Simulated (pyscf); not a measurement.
## Four-centre exchange: `[SiH3][O][AsH2]` + `[H][H]` → `[SiH3][O][AsH2]` + `[H][H]`

Gas phase, singlet surface, charge 0. Bonds broken: As1–H9, H4–H10. Bonds formed: As1–H4, H9–H10. Optimised with ωB97X-D3(BJ)/def2-SVP in PySCF.

Transition state (Å):

```xyz
10

As    -1.6194    -0.8172     1.1014
O     -0.1512    -0.6311     0.1147
Si     0.2620     0.4490    -1.0871
H     -2.5760    -0.1163    -0.3363
H     -0.9086    -2.0335     1.8088
H      0.2418     1.8493    -0.5718
H      1.6381     0.0953    -1.5261
H     -0.6779     0.3435    -2.2413
H     -1.8792     1.0193     0.9154
H     -2.3099     0.8544    -0.0301
```

One imaginary mode, 2029i cm⁻¹; descent along it reached the two sides named.

```csv
bond,change,reactant side (Å),saddle,product side
As1–H9,breaks,1.532,1.864,3.3
H4–H10,breaks,0.761,1.052,3.7
As1–H4,forms,3.3,1.864,1.533
H9–H10,forms,3.8,1.052,0.761
```

Electronic energies relative to the separated reactants (kcal/mol):

```csv
level,barrier,reaction energy,reverse barrier
ωB97X-D3(BJ)/def2-TZVP,73.9,0.0,73.9
PBE/def2-TZVP,60.5,0.0,60.5
r²SCAN/def2-TZVP,65.4,0.0,65.4
B3LYP-D3(BJ)/def2-TZVP,68.4,0.0,68.4
PBE0-D3(BJ)/def2-TZVP,66.2,0.0,66.2
M06-2X/def2-TZVP,73.9,0.0,73.9
ωB97M-D3(BJ)/def2-TZVP,71.9,0.0,71.9
HF/def2-TZVP,96.8,0.0,96.8
```

With ωB97M-D3(BJ)/def2-TZVP energies and thermal terms (ideal gas, 1 atm, RRHO with modes under 100 cm⁻¹ raised to 100, one conformer, R ln 2 for chiral ones without a mode under 150 cm⁻¹), in kcal/mol:

```
T (K)   ΔH‡    ΔG‡   ΔH   ΔG
-----  ----  -----  ---  ---
298    70.5   79.6  0.0  0.0
600    69.8   89.2  0.0  0.0
900    70.0   98.9  0.0  0.0
1200   70.4  108.5  0.0  0.0
```

The same reactants have a lower exit, to AsH₃ + HO–SiH₃ (barrier +49.9 kcal/mol at ωB97M-D3(BJ)/def2-TZVP, against +71.9 kcal/mol here). H₃Si–O–AsH₂ lies 10.7 kcal/mol over its isomer HO–SiH₂–AsH₂ (electronic energy, ωB97M-D3(BJ)/def2-TZVP). Another saddle between the same species, by other bonds, lies lower (56.6 kcal/mol against 71.9 kcal/mol at ωB97M-D3(BJ)/def2-TZVP). Elements up to Kr have no core potential and no relativistic terms here.
